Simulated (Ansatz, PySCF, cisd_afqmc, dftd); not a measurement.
Reaction: BeH (SMILES [BeH], doublet) → BeH+ (parent SMILES [BeH], singlet) + e-
Each species at its own B3LYP-D3(BJ)/def2-TZVP minimum (Ansatz, a program for electronic structure).

Quantity: adiabatic ionisation energy (0 K, zero-point energies from PySCF's Hessians at B3LYP-D3(BJ)/def2-TZVP), in eV. UHF or UKS for unpaired electrons; spin-orbit terms are left out. Cores are frozen in correlated methods. No relativity. The Monte Carlo rows (phaseless AFQMC, CISD trial, step 0.005/hartree) carry one-sigma bars that omit the constraint's bias. Outlying blocks are dropped, and bars are widened where a walk drifts. Over all cases where full CI ran beside it in this data, AFQMC minus full CI had a median of +0.1 mEh and passed +0.4 mEh in a tenth of the cases. CBS(X,Y): correlation extrapolated as X^-3, Hartree-Fock from the larger set. A bracket is a step between two methods taken in the basis named. Double hybrids freeze cores in their MP2 part. Full CI freezes restricted core orbitals, also for open shells; the composite that ends in it estimates full CI at the basis-set limit. Where a partner has so few electrons that a lower coupled-cluster level is exact, that level stands in.

Measured: 8.21 eV (CCCBDB table in ASE).

| level | program | adiabatic ionisation energy (eV) | error against that value |
|---|---|---|---|
| HF/def2-TZVPP | Ansatz | 8.16 | -0.05 |
| PBE0-D4/def2-TZVPD | Ansatz + dftd4 | 8.45 | 0.24 |
| PBE0/def2-TZVPD | Ansatz | 8.44 | 0.23 |
| r2SCANh-D4/def2-TZVPD | Ansatz + dftd4 | 8.43 | 0.22 |
| CAM-B3LYP-D4/def2-TZVPD | Ansatz + dftd4 | 8.49 | 0.28 |
| B2PLYP-D3(BJ)/def2-TZVPD | Ansatz + dftd3 | 8.33 | 0.12 |
| B2PLYP-D4/def2-TZVPD | Ansatz + dftd4 | 8.34 | 0.13 |
| B2PLYP/def2-TZVPD | Ansatz | 8.33 | 0.12 |
| MP2/CBS(def2-TZVPP,def2-QZVPP) | Ansatz | 8.26 | 0.05 |
| CCSD/def2-SVP | Ansatz | 8.22 | 0.01 |
| CCSD/def2-QZVPP | Ansatz | 8.28 | 0.07 |
| AFQMC/CISD/def2-TZVPP | cisd_afqmc | 8.30 ± 0.01 | 0.09 |
| AFQMC/CISD/def2-QZVPP | cisd_afqmc | 8.30 ± 0.01 | 0.09 |
| FCI/def2-SVP | Ansatz | 8.23 | 0.02 |
| FCI/def2-TZVPP | Ansatz | 8.30 | 0.09 |
| CCSD(T)/CBS(def2-TZVPP,def2-QZVPP) + [CCSDT(Q) - CCSD(T)]/def2-TZVPP + [FCI - CCSDT(Q)]/def2-SVP | Ansatz | 8.30 | 0.09 |
| CCSD(T)/CBS(def2-TZVPP,def2-QZVPP) + [AFQMC/CISD - CCSD(T)]/def2-QZVPP | Ansatz + cisd_afqmc | 8.30 ± 0.01 | 0.09 |
| CCSD(T)/CBS(def2-TZVPP,def2-QZVPP) + [FCI - CCSD(T)]/def2-QZVPP | Ansatz | 8.30 | 0.09 |
